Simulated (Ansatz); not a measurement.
**CH4O (methanol): a chain of runs**

Wanted: energy and gradient (PBE/splines), then energy and forces (PBE/cc-pVDZ-DK), then energy and forces (PBE/cc-pVTZ-DK), then energy and gradient (PBE/x2c-TZVPall), then energy and gradient (PBE/ANO-RCC-VTZP) of CH4O (methanol). 

Program for the calculation: Ansatz 0.2.0.

## 1. The molecule

The species is CH4O (6 atoms), meant as a singlet with charge 0. As SMILES, `CO`. The shape is that of a PBE0-D4/def2-TZVP optimisation.

Bond lengths: C1–O2 1.409 Å, C1–H3 1.090 Å, C1–H4 1.097 Å, C1–H5 1.097 Å, O2–H6 0.959 Å. Angles: C1–O2–H6 108.5°, O2–C1–H3 107.0°, O2–C1–H4 112.4°, O2–C1–H5 112.4°, H3–C1–H4 108.1°, H3–C1–H5 108.1°, H4–C1–H5 108.6°.

## 2. Energy and forces at PBE/splines (scalar, accuracy low) (run 1)

Contents of run.yaml:

```yaml
basis:
  splines: {}
crystal:
  periodic: [false, false, false]
  atoms:
    - symbol: C
      position_ang: [-0.088400, -0.207400, -0.275700]
    - symbol: O
      position_ang: [-0.165000, 0.316500, 1.030100]
    - symbol: H
      position_ang: [-0.864700, -0.968400, -0.360900]
    - symbol: H
      position_ang: [0.878800, -0.683600, -0.479200]
    - symbol: H
      position_ang: [-0.272700, 0.554400, -1.043400]
    - symbol: H
      position_ang: [0.512100, 0.988500, 1.129100]
hamiltonian: {xc: pbe, pseudopotentials: {relativity: scalar}}
accuracy: low
output: {forces: true}
```

The run is started by

```
ansatz run run.yaml --threads 1 --pin off --max-ram 2610MiB --events-out events.jsonl --progress --plain --runs-dir runs
```

The program printed:

```text
Warning: RAYON_NUM_THREADS=1 ignored (pool sized by the plan → 1); use --threads N
[... 16 lines left out ...]
Total energy: -3148.773281 eV
[... 5 lines left out ...]
Atom 5 at     0.512100     0.988500     1.129100 Å, force     0.314430     0.315885     0.060260 eV/Å
```

It took 19 s on 1 thread of Arm Neoverse V2, shared host; peak memory 0.8 GiB.

## 3. Energy and forces at PBE/cc-pVDZ-DK (sfX2C) (run 2)

Contents of input.yaml:

```yaml
basis:
  gaussian:
    orbitals: cc-pVDZ-DK.json
crystal:
  periodic: [false, false, false]
  atoms:
    - symbol: C
      position_ang: [-0.088400, -0.207400, -0.275700]
    - symbol: O
      position_ang: [-0.165000, 0.316500, 1.030100]
    - symbol: H
      position_ang: [-0.864700, -0.968400, -0.360900]
    - symbol: H
      position_ang: [0.878800, -0.683600, -0.479200]
    - symbol: H
      position_ang: [-0.272700, 0.554400, -1.043400]
    - symbol: H
      position_ang: [0.512100, 0.988500, 1.129100]
total_charge: 0
hamiltonian:
  xc: {name: PBE}
  pseudopotentials: {relativity: scalar}
output: {forces: true, orbitals: {seedname: orbitals}}
```

The basis set cc-pVDZ-DK is read from a file made from the Basis Set Exchange's data (not shown).

The run is started by

```
ansatz run input.yaml --threads 1 --pin off --max-ram 2610MiB --events-out events.jsonl --progress --plain --runs-dir runs
```

The program printed:

```text
Warning: RAYON_NUM_THREADS=1 ignored (pool sized by the plan → 1); use --threads N
Functional definition: PBE
  name "PBE"
  parameter kappa = 0.804
  parameter beta = 0.06672455060314922
  exchange = pbe_x(kappa = kappa, mu = beta*pi^2/3)
  correlation = pbe_c(beta = beta)
547 factors; their error is unknown
mean field evaluation 1: about -3141.7047 eV, gradient 4.9e1 eV
mean field evaluation 2: about -3134.3676 eV, gradient 7.8e1 eV
mean field evaluation 4: about -3146.8607 eV, gradient 3.8e0 eV
mean field evaluation 8: about -3146.8679 eV, gradient 1.3e-2 eV
mean field -3146.86789729 eV, -115.6452622016 hartree, gradient 6.4e-5 eV, S^2 0.000000; 0 other end points of the search recorded, 0 dependent functions left out
the calculation of the forces begins
reference -3146.86791878 eV, -115.6452629914 hartree; 9, 9 occupied and 39, 39 virtual orbitals, 547 factors
Total energy: -3146.86791878 eV, -115.6452629914 hartree
Relativity: scalar
Atom 0 at    -0.088400    -0.207400    -0.275700 Å, force     0.144032     0.310821     0.389816 eV/Å
Atom 1 at    -0.165000     0.316500     1.030100 Å, force    -0.772507    -0.482158     0.514660 eV/Å
Atom 2 at    -0.864700    -0.968400    -0.360900 Å, force    -0.424320    -0.423823    -0.065231 eV/Å
Atom 3 at     0.878800    -0.683600    -0.479200 Å, force     0.537571    -0.318254    -0.243017 eV/Å
Atom 4 at    -0.272700     0.554400    -1.043400 Å, force    -0.097317     0.364468    -0.554397 eV/Å
Atom 5 at     0.512100     0.988500     1.129100 Å, force     0.612541     0.548946    -0.041832 eV/Å
Dipole moment:     0.212694     0.113306    -0.183266 e Å
```

It took 0.58 s on 1 thread of Arm Neoverse V2, shared host.

## 4. Energy and forces at PBE/cc-pVTZ-DK (sfX2C) (run 3)

Contents of job.yaml:

```yaml
crystal:
  periodic: [false, false, false]
  atoms:
    - {symbol: C, position_ang: [-0.088400, -0.207400, -0.275700]}
    - {symbol: O, position_ang: [-0.165000, 0.316500, 1.030100]}
    - {symbol: H, position_ang: [-0.864700, -0.968400, -0.360900]}
    - {symbol: H, position_ang: [0.878800, -0.683600, -0.479200]}
    - {symbol: H, position_ang: [-0.272700, 0.554400, -1.043400]}
    - {symbol: H, position_ang: [0.512100, 0.988500, 1.129100]}
basis:
  gaussian:
    orbitals: cc-pVTZ-DK
hamiltonian:
  xc: {name: PBE}
  pseudopotentials:
    relativity: scalar
output:
  forces: true
  orbitals: {seedname: orbitals}
```

The run is started by

```
ansatz run job.yaml --threads 1 --pin off --max-ram 2610MiB --events-out events.jsonl --progress --plain --runs-dir runs
```

The program printed:

```text
Warning: RAYON_NUM_THREADS=1 ignored (pool sized by the plan → 1); use --threads N
[... 6 set-up lines as earlier in the session ...]
572 factors; their error is unknown
mean field evaluation 1: about -3141.6334 eV, gradient 5.8e1 eV
mean field evaluation 2: about -3129.4063 eV, gradient 9.7e1 eV
mean field evaluation 4: about -3148.1218 eV, gradient 6.2e0 eV
mean field evaluation 8: about -3148.1944 eV, gradient 2.2e-2 eV
mean field evaluation 16: about -3148.1783 eV, gradient 6.3e-5 eV
mean field -3148.17834969 eV, -115.6934204390 hartree, gradient 6.3e-5 eV, S^2 0.000000; 0 other end points of the search recorded, 0 dependent functions left out
the calculation of the forces begins
reference -3148.17837941 eV, -115.6934215315 hartree; 9, 9 occupied and 107, 107 virtual orbitals, 572 factors
Total energy: -3148.17837941 eV, -115.6934215315 hartree
Relativity: scalar
Atom 0 at    -0.088400    -0.207400    -0.275700 Å, force     0.079895     0.002107    -0.157562 eV/Å
Atom 1 at    -0.165000     0.316500     1.030100 Å, force    -0.444882    -0.178868     0.513994 eV/Å
Atom 2 at    -0.864700    -0.968400    -0.360900 Å, force    -0.166966    -0.168646    -0.030411 eV/Å
Atom 3 at     0.878800    -0.683600    -0.479200 Å, force     0.211233    -0.133945    -0.107315 eV/Å
Atom 4 at    -0.272700     0.554400    -1.043400 Å, force    -0.041331     0.137656    -0.231323 eV/Å
Atom 5 at     0.512100     0.988500     1.129100 Å, force     0.362051     0.341696     0.012618 eV/Å
Dipole moment:     0.215714     0.109000    -0.198891 e Å
```

Run time: 1.4 s. Hardware: 1 thread of Arm Neoverse V2, shared host; peak memory 0.13 GiB.

## 5. Energy and gradient at PBE/x2c-TZVPall (sfX2C) (run 4)

Contents of molecule.yaml:

```yaml
crystal:
  periodic: [false, false, false]
  atoms:
    - {symbol: C, position_ang: [-0.088400, -0.207400, -0.275700]}
    - {symbol: O, position_ang: [-0.165000, 0.316500, 1.030100]}
    - {symbol: H, position_ang: [-0.864700, -0.968400, -0.360900]}
    - {symbol: H, position_ang: [0.878800, -0.683600, -0.479200]}
    - {symbol: H, position_ang: [-0.272700, 0.554400, -1.043400]}
    - {symbol: H, position_ang: [0.512100, 0.988500, 1.129100]}
basis:
  gaussian: {orbitals: x2c-TZVPall.json}
hamiltonian: {xc: {name: PBE}, pseudopotentials: {relativity: scalar}}
output: {forces: true, orbitals: {seedname: orbitals}}
```

The basis set x2c-TZVPall is read from a file made from the Basis Set Exchange's data (not shown).

The run is started by

```
ansatz run molecule.yaml --threads 1 --pin off --max-ram 2610MiB --events-out events.jsonl --progress --plain --runs-dir runs
```

The program printed:

```text
Warning: RAYON_NUM_THREADS=1 ignored (pool sized by the plan → 1); use --threads N
[... 6 set-up lines as earlier in the session ...]
507 factors; their error is unknown
mean field evaluation 1: about -3141.3189 eV, gradient 5.9e1 eV
mean field evaluation 2: about -3126.7968 eV, gradient 1.0e2 eV
mean field evaluation 4: about -3148.2205 eV, gradient 6.7e0 eV
mean field evaluation 8: about -3148.3065 eV, gradient 1.7e-2 eV
mean field evaluation 16: about -3148.2895 eV, gradient 5.8e-5 eV
mean field -3148.28953043 eV, -115.6975062559 hartree, gradient 5.8e-5 eV, S^2 0.000000; 0 other end points of the search recorded, 0 dependent functions left out
the calculation of the forces begins
reference -3148.28956153 eV, -115.6975073990 hartree; 9, 9 occupied and 77, 77 virtual orbitals, 507 factors
Total energy: -3148.28956153 eV, -115.6975073990 hartree
Relativity: scalar
Atom 0 at    -0.088400    -0.207400    -0.275700 Å, force     0.053669    -0.041718    -0.200134 eV/Å
Atom 1 at    -0.165000     0.316500     1.030100 Å, force    -0.476470    -0.219845     0.488088 eV/Å
Atom 2 at    -0.864700    -0.968400    -0.360900 Å, force    -0.179762    -0.176528    -0.021642 eV/Å
Atom 3 at     0.878800    -0.683600    -0.479200 Å, force     0.232663    -0.132985    -0.087725 eV/Å
Atom 4 at    -0.272700     0.554400    -1.043400 Å, force    -0.044959     0.165553    -0.223978 eV/Å
Atom 5 at     0.512100     0.988500     1.129100 Å, force     0.414859     0.405522     0.045391 eV/Å
Dipole moment:     0.227972     0.113233    -0.214513 e Å
```

Wall time 1 s (1 thread of Arm Neoverse V2, shared host).

## 6. Energy and forces at PBE/ANO-RCC-VTZP (sfX2C) (run 5)

Contents of run.yaml:

```yaml
crystal:
  periodic: [false, false, false]
  atoms:
    - {symbol: C, position_ang: [-0.088400, -0.207400, -0.275700]}
    - {symbol: O, position_ang: [-0.165000, 0.316500, 1.030100]}
    - {symbol: H, position_ang: [-0.864700, -0.968400, -0.360900]}
    - {symbol: H, position_ang: [0.878800, -0.683600, -0.479200]}
    - {symbol: H, position_ang: [-0.272700, 0.554400, -1.043400]}
    - {symbol: H, position_ang: [0.512100, 0.988500, 1.129100]}
basis:
  gaussian: {orbitals: ANO-RCC-VTZP}
hamiltonian: {xc: pbe, pseudopotentials: {relativity: scalar}}
output: {forces: true, orbitals: {seedname: orbitals}}
```

The run is started by

```
ansatz run run.yaml --threads 1 --pin off --max-ram 2610MiB --events-out events.jsonl --progress --plain --runs-dir runs
```

The program printed:

```text
Warning: RAYON_NUM_THREADS=1 ignored (pool sized by the plan → 1); use --threads N
[... 6 set-up lines as earlier in the session ...]
667 factors; their error is unknown
mean field evaluation 1: about -3141.3427 eV, gradient 6.0e1 eV
mean field evaluation 2: about -3122.0754 eV, gradient 1.1e2 eV
mean field evaluation 4: about -3148.4432 eV, gradient 7.7e0 eV
mean field evaluation 8: about -3148.5565 eV, gradient 2.4e-2 eV
mean field evaluation 16: about -3148.5365 eV, gradient 2.8e-5 eV
mean field -3148.53651957 eV, -115.7065829394 hartree, gradient 2.8e-5 eV, S^2 0.000000; 0 other end points of the search recorded, 0 dependent functions left out
the calculation of the forces begins
reference -3148.53657968 eV, -115.7065851484 hartree; 9, 9 occupied and 107, 107 virtual orbitals, 667 factors
Total energy: -3148.53657968 eV, -115.7065851484 hartree
Relativity: scalar
Atom 0 at    -0.088400    -0.207400    -0.275700 Å, force     0.036095    -0.114708    -0.324580 eV/Å
Atom 1 at    -0.165000     0.316500     1.030100 Å, force    -0.369229    -0.113054     0.504316 eV/Å
Atom 2 at    -0.864700    -0.968400    -0.360900 Å, force    -0.154829    -0.151276    -0.017109 eV/Å
Atom 3 at     0.878800    -0.683600    -0.479200 Å, force     0.193997    -0.106276    -0.057360 eV/Å
Atom 4 at    -0.272700     0.554400    -1.043400 Å, force    -0.039813     0.145128    -0.172110 eV/Å
Atom 5 at     0.512100     0.988500     1.129100 Å, force     0.333778     0.340187     0.066843 eV/Å
Dipole moment:     0.218654     0.102578    -0.219015 e Å
```

Run time: 2.4 s. Hardware: 1 thread of Arm Neoverse V2, shared host; peak memory 0.12 GiB.

## 7. Results

```
                                        quantity          value
                run 1, PBE/splines: total energy  -115.71528 Eh
                 run 1, PBE/splines: HOMO energy       -6.30 eV
                 run 1, PBE/splines: LUMO energy       -0.68 eV
               run 1, PBE/splines: HOMO–LUMO gap        5.62 eV
    run 1, PBE/splines: largest force on an atom     0.605 eV/Å
             run 2, PBE/cc-pVDZ-DK: total energy  -115.64526 Eh
            run 2, PBE/cc-pVDZ-DK: dipole moment         1.45 D
              run 2, PBE/cc-pVDZ-DK: HOMO energy       -5.63 eV
              run 2, PBE/cc-pVDZ-DK: LUMO energy        1.00 eV
            run 2, PBE/cc-pVDZ-DK: HOMO–LUMO gap        6.64 eV
 run 2, PBE/cc-pVDZ-DK: largest force on an atom     1.046 eV/Å
             run 3, PBE/cc-pVTZ-DK: total energy  -115.69342 Eh
            run 3, PBE/cc-pVTZ-DK: dipole moment         1.50 D
              run 3, PBE/cc-pVTZ-DK: HOMO energy       -6.05 eV
              run 3, PBE/cc-pVTZ-DK: LUMO energy        0.35 eV
            run 3, PBE/cc-pVTZ-DK: HOMO–LUMO gap        6.40 eV
 run 3, PBE/cc-pVTZ-DK: largest force on an atom     0.703 eV/Å
            run 4, PBE/x2c-TZVPall: total energy  -115.69751 Eh
           run 4, PBE/x2c-TZVPall: dipole moment         1.60 D
             run 4, PBE/x2c-TZVPall: HOMO energy       -6.15 eV
             run 4, PBE/x2c-TZVPall: LUMO energy        0.22 eV
           run 4, PBE/x2c-TZVPall: HOMO–LUMO gap        6.37 eV
run 4, PBE/x2c-TZVPall: largest force on an atom     0.717 eV/Å
           run 5, PBE/ANO-RCC-VTZP: total energy  -115.70659 Eh
          run 5, PBE/ANO-RCC-VTZP: dipole moment         1.57 D
            run 5, PBE/ANO-RCC-VTZP: HOMO energy       -6.31 eV
```

The largest force (run 1, PBE/splines) is 0.61 eV/Å: the shape isn't a stationary point for this species at this level. The largest force (run 5, PBE/ANO-RCC-VTZP) is 0.64 eV/Å: the shape isn't a stationary point for this species at this level. The largest force (run 4, PBE/x2c-TZVPall) is 0.72 eV/Å: the shape isn't a stationary point for this species at this level. The largest force (run 3, PBE/cc-pVTZ-DK) is 0.70 eV/Å: the shape isn't a stationary point for this species at this level. The largest force (run 2, PBE/cc-pVDZ-DK) is 1.05 eV/Å: the shape isn't a stationary point for this species at this level. The accuracy setting (run 1, PBE/splines) is loose, so the last digits carry no meaning.
